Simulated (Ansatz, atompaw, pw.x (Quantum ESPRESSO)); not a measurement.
# Pt (Z = 78): does the PAW (atompaw) potential hold in the solid?

platinum (Pt), PAW, made with atompaw 4.2.0.5 (LDA (PW92), scalar-relativistic). Core [Xe] 4f14, reference 5d9 6s0 6p1. Waves: 6s (bound, empty); 6s channel at 1.55 Ry; 6p (bound); 6p channel at 5.25 Ry; 5d (bound); 5d channel at -0.3 Ry. Local part: ultrasoft scheme with l = 3 at 0 Ry, radius 2.50 bohr. Core correction: smooth core density matched at 2.80 bohr. Augmentation charge: gaussian compensation charge, radius 2.85 bohr; PAW radius 3.00 bohr; waves and projectors: bloechl.

Crystal test: bcc Pt in pw.x 7.5, no spin, 15³ k-points, Fermi–Dirac smearing 0.01 Ry, cutoffs 40/400 Ry. The reference is all-electron LAPW (Ansatz 0.2.0) with the same functional, mesh and smearing; V0 and B0 come from Birch–Murnaghan fits to the pressures at five volumes. Errors are pseudo minus all-electron; Δ is the rms difference of the E(V) curves that follow from these fits, minima aligned, over ±6 % about the mean V0. Mesh and smearing are coarse, so the numbers serve the comparison and aren't converged zero-temperature values; the lattice is a test structure that the element need not adopt.

All-electron: a0 = 3.102 Å (V0 = 14.93 Å³/atom), B0 = 293.0 GPa.

Task: How far does the potential miss the all-electron equation of state?

Result: mean pressure error (GPa): -3.46; a0 (Å): 3.090; a0 error (%): -0.40; B0 error (%): +2.5; Δ (meV/atom): 11.6. The largest radius (3.00 bohr) exceeds half the bond length (2.54 bohr), so the spheres overlap, which is one possible source of error among others.

| V (Å³/atom) | P all-electron (GPa) | P pseudo (GPa) |
| --- | --- | --- |
| 14.265 | 15.08 | 11.02 |
| 14.641 | 6.06 | 2.32 |
| 15.016 | -1.65 | -5.09 |
| 15.391 | -8.22 | -11.37 |
| 15.767 | -13.80 | -16.71 |

Task: At the middle volume, how do free energy and pressure move when the wave cutoff is lowered (ecutrho held at 400 Ry)?

Result:

| cutoff (Ry) | shift of F (meV/atom) | shift of P (GPa) |
| --- | --- | --- |
| 18 | +730.0 | -35.66 |
| 24 | +83.8 | -5.06 |
| 32 | +5.5 | -0.40 |

Input at the middle volume:

```
&control
  calculation='scf', prefix='x', pseudo_dir='./', outdir='./tmp', tstress=.true., disk_io='none'
/
&system
  ibrav=0, nat=1, ntyp=1, ecutwfc=40, ecutrho=400, nbnd=12,
  occupations='smearing', smearing='fd', degauss=0.01
/
&electrons
  conv_thr=1e-09, mixing_beta=0.4, electron_maxstep=70
/
ATOMIC_SPECIES
Pt 1.0 Pt.UPF
CELL_PARAMETERS angstrom
  -1.55416845 1.55416845 1.55416845
  1.55416845 -1.55416845 1.55416845
  1.55416845 1.55416845 -1.55416845
ATOMIC_POSITIONS crystal
Pt 0.0000 0.0000 0.0000
K_POINTS automatic
15 15 15 0 0 0
```

```bash
pw.x < Pt.scf.in > Pt.scf.out
```

Lines of the output:

```
Message from routine setup:
     using ibrav=0 with symmetry is DISCOURAGED, use correct ibrav instead
     lattice parameter (alat)  =       5.0870  a.u.
     unit-cell volume          =     101.3330 (a.u.)^3
     number of electrons       =        10.00
     number of Kohn-Sham states=           12
     kinetic-energy cutoff     =      40.0000  Ry
     charge density cutoff     =     400.0000  Ry
     scf convergence threshold =      1.0E-09
     Exchange-correlation= SLA PW NOGX NOGC
     number of k points=   120  Fermi-Dirac smearing, width (Ry)=  0.0100
     iteration #  1     ecut=    40.00 Ry     beta= 0.40
     total energy              =    -726.85803872 Ry
     estimated scf accuracy    <       0.22769592 Ry
     iteration #  2     ecut=    40.00 Ry     beta= 0.40
     total energy              =    -726.87313801 Ry
     estimated scf accuracy    <       0.01350058 Ry
     iteration #  3     ecut=    40.00 Ry     beta= 0.40
     total energy              =    -726.87340120 Ry
     estimated scf accuracy    <       0.00030795 Ry
     iteration #  4     ecut=    40.00 Ry     beta= 0.40
     total energy              =    -726.87339260 Ry
     estimated scf accuracy    <       0.00004106 Ry
     iteration #  5     ecut=    40.00 Ry     beta= 0.40
     total energy              =    -726.87339420 Ry
     estimated scf accuracy    <       0.00000073 Ry
     iteration #  6     ecut=    40.00 Ry     beta= 0.40
     total energy              =    -726.87339422 Ry
     estimated scf accuracy    <       0.00000056 Ry
     iteration #  7     ecut=    40.00 Ry     beta= 0.40
     total energy              =    -726.87339432 Ry
     estimated scf accuracy    <          2.6E-09 Ry
     iteration #  8     ecut=    40.00 Ry     beta= 0.40
     total energy              =    -726.87339432 Ry
     estimated scf accuracy    <          5.6E-09 Ry
     iteration #  9     ecut=    40.00 Ry     beta= 0.40
     the Fermi energy is    17.2184 ev
!    total energy              =    -726.87339432 Ry
     estimated scf accuracy    <          1.1E-11 Ry
     smearing contrib. (-TS)   =      -0.00406247 Ry
     The total energy is F=E-TS. E is the sum of the following terms:
     one-electron contribution =      19.22713368 Ry
     hartree contribution      =       4.35076827 Ry
     xc contribution           =      -9.23342728 Ry
     ewald contribution        =     -61.95594199 Ry
     one-center paw contrib.   =    -679.25786453 Ry
     convergence has been achieved in   9 iterations
          total   stress  (Ry/bohr**3)                   (kbar)     P=      -50.87
     Message from routine punch:
     Nothing written, as per user request (disk_io='none')
```

The run at the middle volume (120 k-points, 9 iterations) took about 7.1 s on one core of a shared host (AMD EPYC 9R45 96-Core Processor, 96 threads, 376 GiB, load 54).
